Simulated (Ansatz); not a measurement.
**AlBH₂+ (doublet): the correlation ladder, def2-TZVPP**

An exercise on one series of results from a longer session: the logs are not shown, and one member is left open.

Method: def2-TZVPP, core rule «outside noble gas», up to 6 orbitals frozen; program: Ansatz 0.2.0, Gaussian basis.

To be run: UHF; ROHF; CCSD(T) on UHF.

2 further runs of the same task are left out: 2 set aside as unsound or not needed.

### The system

The geometry is a PBE0/def2-TZVP stationary point (not a proven minimum) of the parent state, kept for this charge and spin.

4 atoms, charge 1, spin multiplicity 2.

Atoms are counted from 1 here; the program's logs count them from 0.

Bond lengths: B1–Al2 2.055 Å, B1–H3 1.197 Å, Al2–H4 1.595 Å. Angles: Al2–B1–H3 139.8°, B1–Al2–H4 128.5°.

Set-up of the first run:

in.yaml reads:

```yaml
crystal:
  periodic: [false, false, false]
  atoms:
    - {symbol: B, position_ang: [0.000000, -0.236580, 1.427367]}
    - {symbol: Al, position_ang: [0.000000, 0.116336, -0.597031]}
    - {symbol: H, position_ang: [0.000000, 0.366780, 2.461377]}
    - {symbol: H, position_ang: [0.000000, -0.943450, -1.789164]}
basis:
  gaussian: {orbitals: def2-TZVPP}
total_charge: 1
magnetization: {spin_polarized: true, initial_magnetization: 1}
hamiltonian: {xc: hf}
output: {orbitals: {seedname: orbitals}}
```

Started as:

```
ansatz run in.yaml --threads 1 --pin off --events-out ev --progress --plain --max-ram 4096MiB --backend cpu
```

Among the steps run: UHF; ROHF; CCSD(T) on UHF.

One of the session's tables, all rows but one given; the rest of the session is left out.

```
  method  from UCCSD(T) (meV)
    ROHF              +4315.1
     UHF              +4144.2
    UMP2               +971.1
   UCCSD                    ?
UCCSD(T)                    0
```

Estimate the missing values for UCCSD.

**Answer.** from UCCSD(T) (meV): +112.0. In the column «from UCCSD(T) (meV)» it lies between UCCSD(T) (0) and UMP2 (+971.1).
